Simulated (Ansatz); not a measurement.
A nudged elastic band was laid between two geometries of C2H6S2 (10 atoms, charge 0, multiplicity 1).

Method: Ansatz, RKS PBE/STO-3G.

| Item | Value |
| --- | --- |
| movable images | 7 |
| climbing image | yes |
| spring | 5.0 eV/Å² |
| optimiser | quadratic models (default) |
| start path | through a guess of the saddle point |
| force threshold | 0.03 eV/Å |
| iteration limit | 45 |
| end points | relaxed |

Image 0:

```xyz
10
Properties=species:S:1:pos:R:3
S -1.508 0.358 -1.219
C -0.328 0.597 0.172
C 0.339 -0.759 0.581
S 1.244 -1.617 -0.763
H -1.967 1.650 -1.154
H -0.851 1.009 1.063
H 0.469 1.324 -0.103
H -0.449 -1.460 0.924
H 1.006 -0.567 1.450
H 2.129 -0.585 -0.948
```

Image 8:

```xyz
10
Properties=species:S:1:pos:R:3
S -1.620 0.936 -0.911
C -0.366 0.801 0.415
C 0.219 -0.653 0.547
S 0.829 -1.351 -1.039
H -0.888 0.030 -1.667
H -0.830 1.080 1.384
H 0.481 1.506 0.250
H -0.578 -1.340 0.899
H 1.025 -0.656 1.312
H 1.811 -0.404 -1.188
```

**Question.** What changes between the two ends?

**Answer.** No bond is made or broken. The dihedral H5–S1–C2–H7 goes from -66 to 86°.

**Question.** Give the energies along the band, and the barrier.

**Answer.** The forces met the threshold. The highest image is number 3 of 0 to 8, 0.038 eV above the first end and 0.174 eV above the last; the last end lies 0.136 eV below the first. A vibrational analysis at the climbing image gives one clearly imaginary mode, 193i cm⁻¹: a first-order saddle point. Limits of this set-up: minimal basis.

```json
{"image": "0", "path coordinate (Å)": "0.00", "energy (eV)": "0.000", "dihedral H5–S1–C2–H7 (°)": "-66"}
{"image": "1", "path coordinate (Å)": "0.33", "energy (eV)": "0.009", "dihedral H5–S1–C2–H7 (°)": "-48"}
{"image": "2", "path coordinate (Å)": "0.67", "energy (eV)": "0.028", "dihedral H5–S1–C2–H7 (°)": "-29"}
{"image": "3", "path coordinate (Å)": "1.00", "energy (eV)": "0.038", "dihedral H5–S1–C2–H7 (°)": "-10"}
{"image": "4", "path coordinate (Å)": "1.40", "energy (eV)": "0.019", "dihedral H5–S1–C2–H7 (°)": "14"}
{"image": "5", "path coordinate (Å)": "1.80", "energy (eV)": "-0.024", "dihedral H5–S1–C2–H7 (°)": "36"}
{"image": "6", "path coordinate (Å)": "2.19", "energy (eV)": "-0.070", "dihedral H5–S1–C2–H7 (°)": "56"}
{"image": "7", "path coordinate (Å)": "2.59", "energy (eV)": "-0.112", "dihedral H5–S1–C2–H7 (°)": "73"}
{"image": "8", "path coordinate (Å)": "2.99", "energy (eV)": "-0.136", "dihedral H5–S1–C2–H7 (°)": "86"}
```

**Question.** What is the geometry of the highest image?

**Answer.** 
```xyz
10
Properties=species:S:1:pos:R:3
S -1.805 0.414 -0.892
C -0.412 0.594 0.300
C 0.330 -0.761 0.583
S 1.162 -1.516 -0.864
H -1.419 1.479 -1.663
H -0.785 0.983 1.274
H 0.317 1.335 -0.086
H -0.408 -1.505 0.946
H 1.052 -0.592 1.412
H 2.051 -0.481 -1.007
```

**Question.** What are the harmonic wavenumbers there?

**Answer.** 193i, 102, 198, 242, 417, 742, 753, 888, 923, 1016, 1060, 1164, 1262, 1289, 1409, 1422, 1610, 1619, 2873, 2886, 3231, 3238, 3350, 3362 cm⁻¹.

Time of the run: 4 min on 1 thread of Intel(R) Xeon(R) Processor @ 2.50GHz (Skylake/Cascade Lake), on a shared host, peak memory 0.1 GiB.
